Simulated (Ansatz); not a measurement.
Basis-set extrapolation for C5H10O2, SMILES `CC1CCOCO1` (PBE0-D4/def2-TZVP geometry, frozen core, Ansatz). Multiplicity 1, RHF reference.

```
                      def2-TZVPP   def2-QZVPP
                 HF  -345.007212  -345.023112
    MP2 correlation    -1.323082    -1.414643
CCSD(T) correlation    -1.427740      not run
```

Energies in hartree. Use E(X) = E(∞) + A·exp(−7.88·√X) for Hartree–Fock and E(X) = E(∞) + B·X^(−2.97) for correlation, with X = 3 and 4, and add CCSD(T) minus MP2 of the smaller set to the MP2 limit.

**Question.** What is the CCSD(T) energy at the basis-set limit?

**Answer.** HF limit: -345.023112 + (-0.015900) × 0.13774 = -345.02530. MP2 limit: -1.414643 + (-0.091561) × 0.74074 = -1.48247. Higher-order term: -1.427740 − (-1.323082) = -0.10466. Total: -346.61243 hartree, 466.0 kJ/mol below CCSD(T)/def2-TZVPP.
